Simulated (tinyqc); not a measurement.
The basis set: RHF and MP2 along a ladder of basis sets, for N2, spin multiplicity 1. Computed by the program tinyqc with PySCF. Same geometry throughout; the dipole is taken about the origin.

Geometry (angstrom):
```
atom       x       y       z
N     0.0000  0.0000  0.0000
N     0.0000  0.0000  0.9770
```

RHF and frozen-core MP2 in a ladder of bases:
```
basis        functions  E(RHF) (hartree)  E(MP2 corr) (hartree)  HOMO (eV)  LUMO (eV)  dipole (debye)
sto-3g              10        -107.38319               -0.11567    -15.542      9.302           0.000
3-21g               18        -108.25371               -0.20051    -17.076      6.862           0.000
6-31g               18        -108.81319               -0.20122    -17.373      6.009           0.000
6-31g**             28        -108.89656               -0.27177    -17.361      6.510           0.000
cc-pvdz             28        -108.90981               -0.27312    -17.280      6.653           0.000
aug-cc-pvdz         46        -108.91588               -0.28364    -17.490      2.801           0.000
cc-pvtz             60        -108.95126               -0.34462    -17.489      6.106           0.000
```

What does the comparison show, and why?

From cc-pVDZ to cc-pVTZ the RHF energy falls by 41.4 mhartree and the correlation energy by 71.5. If valence correlation converges as X^-3, (27 E(T) - 8 E(D))/19 gives -0.3747 hartree, a rough estimate from such small X that usually falls short; STO-3G holds about 31 % of it. Beyond STO-3G the LUMO moves by 4.1 eV and the HOMO by 0.4 eV; diffuse functions lower the positive LUMO sharply, since an unbound virtual level tracks the most diffuse function.
